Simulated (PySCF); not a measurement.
Isomers of C2H4S. Theory: PBE0-D3(BJ)/def2-SVP geometry optimisation, gas phase in PySCF. Energies are electronic, without zero-point or thermal terms, for one conformer each. No frequencies were run at this level. Point groups hold within 0.08 Å.

Problem. Order them by energy at this level, lowest first, and give relative energies in kcal/mol.
A. ethanethial (`CC=S`)
B. `S1CC1` (thiirane)
C. `[CH2:1]=[CH:2][SH:3]` with C1–C2–S3–H 0° (ethenethiol)

Solution. B (0.0), A (0.8), C (3.8).

As drawn, the lowest has a three-membered ring, which the highest lacks; the highest has an S–H bond and a C=C bond outside aromatic rings, which the lowest lacks. Neighbours under 2.5 kcal/mol apart (C1CS1 and CC=S) can change places with a better method, another conformer or zero-point energy.

| SMILES | E (Eh) | E rel (kcal/mol) | dipole (D) | point group | A, B, C (MHz) |
| --- | --- | --- | --- | --- | --- |
| C1CS1 | -476.36953 | 0.0 | 1.87 | C2v | 22036, 10891, 8084 |
| CC=S | -476.36828 | 0.8 | 2.41 | Cs | 49026, 5752, 5317 |
| C=CS | -476.36341 | 3.8 | 0.86 | Cs | 50670, 5796, 5201 |

Problem. How do the relative energies change in single points at PBE0/pcSseg-1 (no added dispersion term) on the same geometries?

Solution. 
| SMILES | PBE0-D3(BJ)/def2-SVP (kcal/mol) | PBE0/pcSseg-1 (kcal/mol) | shift |
| --- | --- | --- | --- |
| C1CS1 | 0.0 | 0.0 | 0.0 |
| CC=S | 0.8 | 0.5 | -0.3 |
| C=CS | 3.8 | 3.9 | +0.1 |

Each column counts from its own lowest isomer. The order is unchanged; the largest shift is 0.3 kcal/mol.
